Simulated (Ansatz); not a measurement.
**N2H (dinitrogen monohydride) at UCCSDT/STO-3G**

What is the energy change on altering one bond length of N2H (dinitrogen monohydride) at UCCSDT/STO-3G? 

The results are computed with Ansatz 0.2.0.

34 further runs of the same task are left out: 34 set aside as unsound or not needed.

## Step 1: The molecule

N2H: 3 atoms, total charge 0, spin state doublet. As SMILES, `[N]=N`. The coordinates come from a GFN2-xTB relaxation.

Bond lengths: N1–N2 1.164 Å, N2–H3 1.037 Å. Angles: N1–N2–H3 124.8°.

## Step 2: A single-point energy at UCCSDT/STO-3G

molecule.yaml reads:

```yaml
basis:
  gaussian:
    orbitals: STO-3G
crystal:
  periodic: [false, false, false]
  atoms:
    - {symbol: N, position_ang: [0.715210, -0.640440, 0.325220]}
    - {symbol: "N", position_ang: [-0.243160, -0.185380, -0.152740]}
    - {symbol: H, position_ang: [-0.472040, 0.825820, -0.172480]}
magnetization:
  spin_polarized: true
  initial_magnetization: 1
accuracy: high
correlation:
  method: ccsdt
  frozen_orbitals: {H: 0, "N": 1}
scf:
  omitted_lower_state_checks: [cluster_reference, increment]
```

On the command line:

```bash
ansatz run molecule.yaml --threads 1 --pin off --max-ram 2610MiB --events-out events.jsonl --progress --plain --runs-dir runs
```

Log (excerpt; [...] marks lines left out):

```text
Warning: RAYON_NUM_THREADS=1 ignored (pool sized by the plan → 1); use --threads N
Functional definition: HF
  name "HF"
[...]
168 factors; integrals over basis functions are off by at most 1.6e-8 eV
[...]
mean field -2938.34957564 eV, -107.9823552198 hartree, gradient 1.1e-8 eV, S^2 0.907088; 0 other end points of the search recorded, 0 dependent functions left out
2 core orbitals not correlated: weight in the atoms' cores, before any rotation towards them, 1.000 or more for the frozen orbitals, at most 0.000 for the correlated occupied ones
reference -2938.34957564 eV, -107.9823552198 hartree; 6, 5 occupied and 3, 4 virtual orbitals, 168 factors
second order -2.58982993 eV of doubles, -0.00000000 eV of singles
cycle   1  -2.91565648 eV  change   -3.3e-1 eV  update   8.7e-2
[...]
cycle  27  -3.56263513 eV  change   4.6e-10 eV  update  3.8e-10
Total energy: -2941.91221076 eV, -108.1132796458 hartree
Checks for a lower state left out: cluster_reference, increment
```

Run time: 0.7 s. Hardware: 1 thread of Arm Neoverse V1, shared host.

## Step 3: The distorted shape

molecule.yaml reads:

```yaml
basis:
  gaussian:
    orbitals: STO-3G
crystal:
  periodic: [false, false, false]
  atoms:
    - {symbol: N, position_ang: [0.772428, -0.893231, 0.330155]}
    - {symbol: "N", position_ang: [-0.185942, -0.438171, -0.147805]}
    - {symbol: H, position_ang: [-0.472040, 0.825820, -0.172480]}
total_charge: 0
magnetization:
  spin_polarized: true
  initial_magnetization: 1
correlation:
  method: ccsdt
  frozen_orbitals: {H: 0, "N": 1}
accuracy: high
scf:
  omitted_lower_state_checks: [cluster_reference, increment]
```

On the command line:

```bash
ansatz run molecule.yaml --threads 1 --pin off --max-ram 2610MiB --events-out events.jsonl --progress --plain --runs-dir runs
```

Log (excerpt; [...] marks lines left out):

```text
Warning: RAYON_NUM_THREADS=1 ignored (pool sized by the plan → 1); use --threads N
[... 2 set-up lines as earlier in the session ...]
[...]
168 factors; integrals over basis functions are off by at most 1.4e-8 eV
[...]
mean field -2937.80221003 eV, -107.9622399047 hartree, gradient 3.1e-8 eV, S^2 1.018706; 0 other end points of the search recorded, 0 dependent functions left out
2 core orbitals not correlated: weight in the atoms' cores, before any rotation towards them, 1.000 or more for the frozen orbitals, at most 0.000 for the correlated occupied ones
reference -2937.80221003 eV, -107.9622399047 hartree; 6, 5 occupied and 3, 4 virtual orbitals, 168 factors
second order -2.82828110 eV of doubles, -0.00000000 eV of singles
cycle   1  -3.14611359 eV  change   -3.2e-1 eV  update   1.0e-1
[...]
cycle  30  -4.05776620 eV  change   3.8e-10 eV  update  1.9e-10
Total energy: -2941.85997623 eV, -108.1113600621 hartree
Checks for a lower state left out: cluster_reference, increment
```

Run time: 0.7 s. Hardware: 1 thread of Arm Neoverse V1, shared host.

## Step 4: What came out

Level: UCCSDT/STO-3G, 2 core orbitals frozen.

| quantity | value |
| --- | --- |
| first shape: total energy | -108.11328 Eh |
| first shape: correlation energy (2 core orbitals frozen) | -130.9 mEh |
| first shape: ⟨S²⟩ of the reference determinant | 0.907 |
| first shape: T1 diagnostic | 0.050 |
| distorted shape: total energy | -108.11136 Eh |
| distorted shape: correlation energy (2 core orbitals frozen) | -149.1 mEh |
| distorted shape: ⟨S²⟩ of the reference determinant | 1.019 |
| distorted shape: T1 diagnostic | 0.059 |
| energy change with the N2–H3 bond stretched from 1.037 to 1.296 Å | 0.052 eV |

With the N2–H3 bond stretched from 1.037 to 1.296 Å the energy rises by 0.05 eV (5.0 kJ/mol). The first shape isn't relaxed at this level, so the change isn't measured from a minimum. The minimal basis adds a large error of its own. ⟨S²⟩ (first shape) is 0.91 where a pure doublet has 0.75: the reference is spin-contaminated. The T1 diagnostic (first shape) of 0.050 is above the customary mark for such species, so a single reference may not serve. ⟨S²⟩ (distorted shape) is 1.02 where a pure doublet has 0.75: the reference is spin-contaminated. The T1 diagnostic (distorted shape) of 0.059 is above the customary mark for such species, so a single reference may not serve.
